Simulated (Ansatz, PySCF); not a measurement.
Gas-phase enthalpy of formation at 298 K, by the atomisation route, of [CH2]C (SMILES; C2H5). Each molecule is optimised on its own at B3LYP-D3(BJ)/def2-TZVP (Ansatz, an electronic-structure program). Cores are frozen in the correlated levels unless marked. UHF or UKS for open shells. No spin-orbit coupling. No relativistic terms. CBS(X,Y): correlation extrapolated as X^-3; Hartree-Fock from the larger set. The bracket is a focal-point correction in the basis named. Thermal terms are rigid-rotor harmonic-oscillator values from B3LYP-D3(BJ) frequencies (PySCF) at 298.15 K and 1 atm. 1 Eh = 627.5095 kcal/mol.

```csv
species,count,"E, RI-MP2/CBS(aug-cc-pVTZ,aug-cc-pVQZ)+[CCSD(T)-MP2]/aug-cc-pVTZ (Ansatz) (Eh)","E, PBE/def2-TZVPD (Ansatz) (Eh)",measured ΔHf at 0 K (kcal/mol),H(298) - H(0) of the element (kcal/mol)
[CH2]C,1,-79.04414,-79.06453,-,-
C atom,2,-37.79159,-37.79605,169.98,0.25
H atom,5,-0.49995,-0.49962,51.63,1.01
```

Molecule: zero-point energy 37.10, H(298) - H(0) 3.08 kcal/mol. The route leaves out scalar relativity and anharmonic zero-point terms, the atoms' spin-orbit terms, and in the frozen-core level the core correlation. Atomic data: G2/97 table in ASE.

Task: Work out De, D0 and ΔHf at 0 and 298 K at both levels, and their errors against the measured value.

Result: 
The atoms' values sum to 598.11 (0 K) and 5.55 (thermal), in kcal/mol.
- RI-MP2/CBS(aug-cc-pVTZ,aug-cc-pVQZ)+[CCSD(T)-MP2]/aug-cc-pVTZ: De = 603.17; D0 = 603.17 - 37.10 = 566.07; ΔHf(0 K) = 598.11 - 566.07 = 32.04; ΔHf(298 K) = 32.04 + 3.08 - 5.55 = 29.57; error +0.7.
- PBE/def2-TZVPD: De = 611.40; D0 = 611.40 - 37.10 = 574.30; ΔHf(0 K) = 598.11 - 574.30 = 23.81; ΔHf(298 K) = 23.81 + 3.08 - 5.55 = 21.34; error -7.6.
Measured: 28.9 kcal/mol (G2/97 table in ASE (Curtiss et al.)). This is an older compilation, not checked against later work.
